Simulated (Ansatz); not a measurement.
# C₂H₃Si radical: basis-set convergence

One table from this session's results is given with a row withheld; the runs are named, their logs left out.

Method: one geometry, several basis sets; program: Ansatz 0.2.0, Gaussian basis.

The runs, in order: PBE0-D4/def2-SVP; ωB97M-V/def2-SVP; PBE0-D4/def2-QZVPP; ωB97M-V/def2-QZVPP; the functionals' def2-TZVPP values are taken from earlier runs.

## The relaxed structure

The geometry comes from an earlier relaxation with PBE0-D4 in a triple-zeta def2 set; it is a stationary point.

SMILES `C#C[SiH2]`, 6 atoms, charge 0, spin multiplicity 2.

Atoms are counted from 1 here; the program's logs count them from 0.

Bond lengths: C1–C2 1.210 Å, C1–H4 1.066 Å, C2–Si3 1.803 Å, Si3–H5 1.484 Å, Si3–H6 1.484 Å. Angles: C2–C1–H4 179.3°, C1–C2–Si3 174.9°, C2–Si3–H5 111.4°, C2–Si3–H6 111.4°, H5–Si3–H6 112.5°.

The first run:

in.yaml

```yaml
crystal:
  periodic: [false, false, false]
  atoms:
    - {symbol: C, position_ang: [1.019687, -1.302332, 0.535033]}
    - {symbol: C, position_ang: [0.376018, -0.354456, 0.145738]}
    - {symbol: Si, position_ang: [-0.444499, 1.136893, -0.449458]}
    - {symbol: H, position_ang: [1.575355, -2.144377, 0.879409]}
    - {symbol: H, position_ang: [-1.137637, 0.894625, -1.738769]}
    - {symbol: H, position_ang: [-1.346926, 1.705648, 0.581846]}
basis:
  gaussian: {orbitals: def2-SVP}
magnetization: {spin_polarized: true, initial_magnetization: 1}
hamiltonian: {xc: pbe0, dispersion: d4}
output: {orbitals: {seedname: orbitals}}
```

Steps of the session up to this table: PBE0-D4 in def2-SVP; ωB97M-V in def2-SVP; PBE0-D4 in def2-QZVPP; ωB97M-V in def2-QZVPP.

One table of the session follows, with a row left open; its other results are not shown here.

It belongs to the step «Functionals by basis». 

```
functional       basis  HOMO (eV)  LUMO (eV)
   PBE0-D4    def2-SVP      -6.16      -2.63
   PBE0-D4  def2-TZVPP          ?          ?
   PBE0-D4  def2-QZVPP      -6.21      -2.69
   ωB97M-V    def2-SVP      -7.83      -0.92
   ωB97M-V  def2-TZVPP      -7.90      -1.04
   ωB97M-V  def2-QZVPP      -7.92      -1.09
```

Q: Estimate the row for PBE0-D4, def2-TZVPP from the others.

The run gave: HOMO (eV): -6.20; LUMO (eV): -2.68. In the column «HOMO (eV)» it lies between PBE0-D4, def2-QZVPP (-6.21) and PBE0-D4, def2-SVP (-6.16).
